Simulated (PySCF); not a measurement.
NaP: frontier orbitals

LDA at R = 2.675 Å; PySCF, spin-free X2C with a Gaussian nucleus, basis sets Na x2c-SVPall, P x2c-SVPall. State: ³Σ⁻ (triplet), unpaired electrons π ↑↑. Only the outer orbitals are listed, counted within each symmetry.

```
spin  orbital  occ.  ε (eV)  on Na (%)           main shells (%)
   α       5σ     1  -55.82        100                  100 Na s
   α       2π     1  -28.37        100                  100 Na p
   α       2π     1  -28.37        100                  100 Na p
   α       6σ     1  -28.34        100                  100 Na p
   α       7σ     1  -12.53          2                    97 P s
   α       3π     1   -4.48          5                    94 P p
   α       3π     1   -4.48          5                    94 P p
   α       8σ     1   -4.38         19           80 P p, 18 Na s
   α       9σ     0   -2.02         90  73 Na s, 17 Na p, 10 P p
   α       4π     0    0.01         96                   96 Na p
   α       4π     0    0.01         96                   96 Na p
   β       5σ     1  -55.83        100                  100 Na s
   β       2π     1  -28.38        100                  100 Na p
   β       2π     1  -28.38        100                  100 Na p
   β       6σ     1  -28.35        100                  100 Na p
   β       7σ     1  -10.91          5                    95 P s
   β       8σ     1   -3.65         35           64 P p, 34 Na s
   β       3π     0   -2.82         12           88 P p, 11 Na p
   β       3π     0   -2.82         12           88 P p, 11 Na p
   β       9σ     0   -2.00         79  54 Na s, 25 Na p, 21 P p
```

Question: Which are the highest filled and the lowest empty level, where do they sit, and how wide is the gap?

Answer: Highest filled β 8σ at -3.65 eV (in %: 64 P p, 34 Na s); lowest empty β 3π at -2.82 eV (in %: 88 P p, 11 Na p); the gap at LDA is 0.83 eV.

The bond order (Mayer) is 1.06, the ⟨S²⟩ is 2.037 and the charge on Na (Mulliken, basis-dependent) is 0.28. The charge on Na (Löwdin, basis-dependent) is 0.07. The dipole moment (positive dipole means Na(−)P(+)) is -5.75 D and the polarisability along the bond is 130.8 bohr³. The polarisability across the bond is 55.3 bohr³.

The state is the lowest determinant that a PBE0 search found; another state may lie lower at other levels.
